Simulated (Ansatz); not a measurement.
# Chromium, bcc under LDA: convergence with the Fermi-Dirac smearing

Aim: find which Fermi-Dirac smearing width is enough for energy and pressure and moments. The geometry was relaxed under LDA beforehand and stays fixed; 7 values are run, from 0.01 to 1.0 eV. Wanted are the values from which on the energy stays within 10 and 1 meV/atom, and the pressure within 0.5 GPa, of the narrowest run. Within the series other settings stay. The moments start as that relaxation left them.

Program: Ansatz 0.2.0. Level of theory: DFT LDA, plane waves with PAW, scalar-relativistic. These are calculated values, not measurements.

### 1 The structure to begin with

The structure is cubic, space group Im-3m (No. 229). Conventional cell: a = 2.788 Å, b = 2.788 Å, c = 2.788 Å, α = 90.00°, β = 90.00°, γ = 90.00°. Around Cr (site symmetry m-3m) lie 8 Cr at 2.41 Å.

As a file:

```cif
data_structure
_symmetry_space_group_name_H-M 'P 1'
_symmetry_Int_Tables_number 1
_cell_length_a 2.4142
_cell_length_b 2.4142
_cell_length_c 2.4142
_cell_angle_alpha 109.471
_cell_angle_beta 109.471
_cell_angle_gamma 109.471
_cell_volume 10.83
loop_
_atom_site_label
_atom_site_type_symbol
_atom_site_fract_x
_atom_site_fract_y
_atom_site_fract_z
_atom_site_occupancy
Cr1 Cr 0.00000 0.00000 0.00000 1
```

The atoms start with moments of +1.5 μB.

### 2 With a width of 0.01 eV

The run at 0.01 eV.

File input.yaml:

```yaml
crystal:
  lattice:
    - [-1.3938676992, 1.3938676992, 1.3938676992]
    - [1.3938676992, -1.3938676992, 1.3938676992]
    - [1.3938676992, 1.3938676992, -1.3938676992]
  atoms:
    - { symbol: Cr, position: [0.0, 0.0, 0.0], spin: 1.5 }
hamiltonian:
  xc: lda
  pseudopotentials:
    kind: paw
    azcp:
      Cr: "pseudopotentials/Cr.paw.azcp"
basis:
  ecutwfc: 420
  fft_grid_basis: typed
kpoints:
  mp_grid: { grid: [16, 16, 16], shift: [0, 0, 0] }
magnetization:
  spin_polarized: true
scf:
  occupations: { method: fermi_dirac, width: 0.01 }
  lower_state_search: "off"
output:
  stress: true
```

On the command line:

```sh
> ansatz run input.yaml --threads 2 --pin off --max-ram 5120MiB --backend cpu --events-out ev --progress --plain --runs-dir out
```

### 3 With a width of 0.03 eV

The run at 0.03 eV.

Edit input.yaml of step 2 so:

```diff
@@ -21,3 +21,3 @@
 scf:
-  occupations: { method: fermi_dirac, width: 0.01 }
+  occupations: { method: fermi_dirac, width: 0.03 }
   lower_state_search: "off"
```

### 4 With a width of 0.1 eV

The run at 0.1 eV.

Edit input.yaml of step 3 so:

```diff
@@ -21,3 +21,3 @@
 scf:
-  occupations: { method: fermi_dirac, width: 0.03 }
+  occupations: { method: fermi_dirac, width: 0.1 }
   lower_state_search: "off"
```

### 5 With a width of 0.2 eV

The run at 0.2 eV.

Edit input.yaml of step 4 so:

```diff
@@ -21,3 +21,3 @@
 scf:
-  occupations: { method: fermi_dirac, width: 0.1 }
+  occupations: { method: fermi_dirac, width: 0.2 }
   lower_state_search: "off"
```

### 6 With a width of 0.3 eV

The run at 0.3 eV.

Edit input.yaml of step 5 so:

```diff
@@ -21,3 +21,3 @@
 scf:
-  occupations: { method: fermi_dirac, width: 0.2 }
+  occupations: { method: fermi_dirac, width: 0.3 }
   lower_state_search: "off"
```

### 7 With a width of 0.6 eV

The run at 0.6 eV.

Edit input.yaml of step 6 so:

```diff
@@ -21,3 +21,3 @@
 scf:
-  occupations: { method: fermi_dirac, width: 0.3 }
+  occupations: { method: fermi_dirac, width: 0.6 }
   lower_state_search: "off"
```

### 8 With a width of 1.0 eV

The run at 1.0 eV.

Edit input.yaml of step 7 so:

```diff
@@ -21,3 +21,3 @@
 scf:
-  occupations: { method: fermi_dirac, width: 0.6 }
+  occupations: { method: fermi_dirac, width: 1.0 }
   lower_state_search: "off"
```

(Steps that only read results are left out.)

Q: Predict the outcome of this session.

The runs gave:

| quantity | value |
| --- | --- |
| E(σ → 0) stays within 10 meV/atom of 0.01 eV | up to 0.2 eV |
| E(σ → 0) stays within 1 meV/atom | up to 0.1 eV |
| pressure stays within 0.5 GPa | up to 0.1 eV |
| pressure at 0.01 eV | 0.25 GPa |
| energy of a separate run on a finer mesh (26×26×26) | +1.7 meV/atom from 0.01 eV |

In words: The far end, 1.0 eV, lies +87.5 meV/atom and +36.3 GPa from the yardstick. The free energy F moves by -1889.5 meV/atom over the range, and the estimate for σ → 0 by +87.5. In theory F falls as the square of the width under this scheme, but here the ratio is not steady: the mesh at narrow widths, or a density of states that varies over the wide ones, can both cause that. The mesh (16×16×16) is fixed, so the narrowest widths carry a k-point error of their own. The yardstick itself is unsettled by 1.7 meV/atom against the finer mesh, so the thresholds above hold only within this series, and wider smearing, which averages over more states, can land nearer the fine-mesh value than the narrowest does. The cell taken over is 10 % smaller than the measured one (11.99 Å³/atom, COD), which weighs on all values here.
